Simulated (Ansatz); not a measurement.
**How far a parabola holds: energy against volume of rock-salt BaS**

System: rock-salt BaS. Method: PBE-D3(BJ) (plane waves, PAW; Ansatz, a first-principles code). Run with plane-wave cutoff 520 eV, 10×10×10 k mesh, Fermi–Dirac smearing 0.01 eV, scalar-relativistic PAW data made under PBE. The cell has no free parameter but its volume, all volumes share cutoff and mesh, and the runs aren't spin-polarised. Energies are free energies at the run's smearing, counted from the lowest row; static lattice.

```csv
V (Å³/atom),E (meV/atom)
30.217,?
30.860,7.76
31.503,1.87
32.146,0.00
32.789,1.73
33.432,6.70
```

Fit E of the 5 rows that show it with a parabola. With u = V - 32.1, the rows have u = -1.2400, -0.5970, 0.0460, 0.6890, 1.3320. Least squares gives E = 0.020 - 0.7539·u + 4.3744·u². Residuals (row less fit): 0.079, -0.159, 0.005, 0.153, -0.077; standard error 0.174 (degrees of freedom: 2). The fitted curve has its minimum at V = 32.2, where E = -0.01. Its curvature is d²E/dV² = 2 × 4.3744 meV/Å⁶, so B = V0·d²E/dV² × 0.1602 = 45.1 GPa.

Task: Estimate the missing E (V = 30.217); what did the run itself give?

Result: u = -1.8830, so E = 0.020 - 0.7539 × (-1.8830) + 4.3744 × (-1.8830)² = 16.950 meV/atom. The calculation gives 18.13 meV/atom, 1.180 meV/atom above the prediction (6.5 % of the range of E in the table). The row lies outside the fitted rows, so this is an extrapolation. From the scatter of the fitted rows alone, a prediction at this place has a standard error of 0.413 meV/atom, so the miss is 2.9 times that.

The residuals are curvature that a parabola lacks, not noise. A solid that stiffens under compression and softens on expansion lies above the parabola at the compressed end and under it at the expanded end, as this row does. A third-order Birch-Murnaghan fit to the whole scan has B0 = 44.8 GPa. Only scans are tabulated whose curvature falls smoothly with volume, and where the parabola meets the shown rows within 5 % of their range and misses the end by 0.1 meV or more.

Spin–orbit coupling is not included.
